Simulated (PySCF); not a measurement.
## Static response to an electric field

Compound: C₄H₇P.
Structure used (PBE0-D3(BJ)/def2-SVP), in Å, numbered top down from 1:
```xyz
12
C4H7P angstrom
C      2.736   -0.205   -0.420
P      1.192   -0.825   -0.343
C      0.240    0.603    0.233
C     -1.089    0.580    0.443
C     -2.010   -0.577    0.252
H      3.554   -0.851   -0.754
H      3.010    0.825   -0.163
H      0.782    1.539    0.420
H     -1.562    1.507    0.794
H     -2.532   -0.815    1.194
H     -2.794   -0.329   -0.483
H     -1.487   -1.481   -0.092
```

Level: CAM-B3LYP/def2-SVPD (PySCF), static field, nuclei fixed, core orbitals frozen in the response. The polarisability tensor in these axes (au):

```
x   118.81  -0.72 -11.17
y    -0.72  66.66   4.31
z   -11.17   4.31  55.51
```

Give the principal values, the mean and the anisotropy Δα = √{½[(α1 − α2)² + (α2 − α3)² + (α1 − α3)²]}.

Principal values 52.40, 67.82 and 120.76 au; mean 80.33 au = 11.90 Å³ = 13.24 × 10⁻⁴⁰ C²·m²/J; Δα = 62.10 au (77 % of the mean).

What is the dipole moment, and where does it point?

(-0.83, 0.92, 0.40) D, 1.30 D in size, pointing from the negative to the positive side. Measured along this direction, the outermost atoms are H6 at the negative end and H9 at the positive end.

Refractivity n − 1 of an ideal gas of it at 273.15 K and 1 atm, from the electronic α?

N = p/kT = 2.6868 × 10¹⁹ cm⁻³, so n − 1 = 2π × N × 11.90 × 10⁻²⁴ cm³ = 2009 × 10⁻⁶ at long wavelengths, for an ideal gas.

What are the principal values of the traceless quadrupole moment, Θ = ½Σq(3rr − r²1), about the centre of nuclear charge?

-4.61, -1.06, 5.67 D·Å. The values depend on the origin, since the dipole doesn't vanish. The electronic extent ⟨r²⟩ about the same centre is 674 bohr², a root-mean-square distance of 2.03 Å for the 46 electrons.

Along which axes do the principal values lie, and how far do the nuclei extend along each?

Largest value along (0.99, -0.03, -0.17), where the nuclei span 6.33 Å; middle along (0.07, 0.96, 0.27), 3.20 Å; least along (0.16, -0.28, 0.95), 1.77 Å. The response follows the extents in order.

Find the Langevin capture rate constant for H3+ (3.023 u) meeting this molecule (86.029 u), k = 2.342 × 10⁻⁹ cm³/s × √(α in Å³ / reduced mass in u).

The reduced mass is 2.92 u, so k = 4.73 × 10⁻⁹ cm³/s. The formula leaves out the permanent dipole, which adds to the capture rate.

One conformer (not necessarily the lowest) at the PBE0-D3(BJ)/def2-SVP geometry, without solvent, vibrations or thermal averaging.
